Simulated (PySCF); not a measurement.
The isolated species `FCSCF` is ionised with Al Kα (hν = 1486.6 eV). Calculated photoelectron kinetic energies of its computed core levels, recoil neglected:

```
line  kinetic energy (eV)
   1              1192.68
   2               793.75
```

Theory: delta-SCF UKS SCAN, pcX-2 on the ionised atom, pcseg-1 elsewhere, spin-free X2C (PySCF).

Q: Which element, shell and site does each line come from? Numbering: `[F:1][CH2:2][S:3][CH2:4][F:5]`.

A: Against the vacuum level, binding energy = hν − kinetic energy.

| line | binding energy (eV) | level | atoms | environment |
| --- | --- | --- | --- | --- |
| 1 | 293.92 | C 1s | C2/C4 | sp3 C–F carbon |
| 2 | 692.85 | F 1s | F1/F5 | alkyl fluorine |

Out of reach at this photon energy: S 1s (2477.7 eV).

Q: Where does line 2 move with hν = 1000.0 eV?

A: To 1000.0 − 692.85 = 307.15 eV; every photoline shifts by the change in photon energy, -486.6 eV.

Q: What is the longest wavelength that can ionise C 1s of C2/C4 vertically?

A: λ = hc/E = 12398.42 eV Å / 293.92 eV = 42.183 Å.

Other core shells, valence and Auger electrons aren't listed. The first atom of each set that the bonding makes equivalent was ionised and stands for the set. Not every level is listed. Geometry: PBE0-D3(BJ)/def2-SVP, one conformer, isolated molecule.

On one thread, Arm Neoverse V1, no GPU (shared host), this took 20 s wall.

Shape of the structure used: `[F:1][CH2:2][S:3][CH2:4][F:5]`: F1–C2–S3–C4 71°, C2–S3–C4–F5 72°.
